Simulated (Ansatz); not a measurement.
Working through a ladder of basis sets of FO (charge -1)

Program: Ansatz 0.2.0, Python API.

Contents of `fo.xyz`:
```text
2

O     0.00000    0.00000    0.00000
F     0.00000    0.00000    1.31500
```

Run as a notebook:

**Cell 1**
```python
import ansatz
```

**Cell 2**
```python
LEVEL = "mp2"
CHARGE = -1

system = ansatz.Crystal.molecule_from_extxyz("fo.xyz")
```

**Cell 3**
```python
base = system.calculation().correlation(LEVEL).charge(CHARGE)

energies = {}
for basis in ["cc-pVDZ", "cc-pVTZ", "cc-pVQZ"]:
    data = base.basis(gaussian=basis).run(threads=1).report
    size = data["n_frozen"] + data["n_occupied"][0] + data["n_virtual"][0]
    energies[basis] = (data["reference_energy_ev"] / 27.211386246, data["free_energy_ev"] / 27.211386246)
    print(f"{basis:14s} {size:4d} orbitals  reference {energies[basis][0]:14.6f} Ha  total {energies[basis][1]:14.6f} Ha")
```
Output:
```text
cc-pVDZ          28 orbitals  reference    -174.120578 Ha  total    -174.480829 Ha
cc-pVTZ          60 orbitals  reference    -174.190107 Ha  total    -174.680385 Ha
cc-pVQZ         110 orbitals  reference    -174.210605 Ha  total    -174.750386 Ha
```

**Cell 4**
```python
# correlation energy at the basis limit from E(X) = E + A / X^3
small, large = (energies[b][1] - energies[b][0] for b in ("cc-pVTZ", "cc-pVQZ"))
limit = (4 ** 3 * large - 3 ** 3 * small) / (4 ** 3 - 3 ** 3)
print(f"correlation energy: {small:.6f} and {large:.6f} Ha, extrapolated {limit:.6f} Ha")
print(f"share caught by the larger set: {100 * large / limit:.1f} %")
```
Output:
```text
correlation energy: -0.490277 and -0.539780 Ha, extrapolated -0.575904 Ha
share caught by the larger set: 93.7 %
```

Against cc-pVDZ: cc-pVTZ -199.6 mHa and cc-pVQZ -269.6 mHa. The last step alone is -70.00 mHa.

Reading the output:
- These settings explore the input space; basis and method may be short of convergence.
- The geometry is a force-field or estimated start, not a minimum of this method, and the last set is no limit. Much of the fall in a total is atomic energy, which cancels in bond and reaction energies.
- Inner cores stay frozen, so this is valence correlation.
- The spin state was assumed, and another may lie lower.
- An extrapolation from small basis sets is rough.
- Anions want diffuse functions, which this basis lacks.
- It ran for 1.4 s on 1 thread of Arm Neoverse V2, on a shared host, peak memory 0.19 GiB.
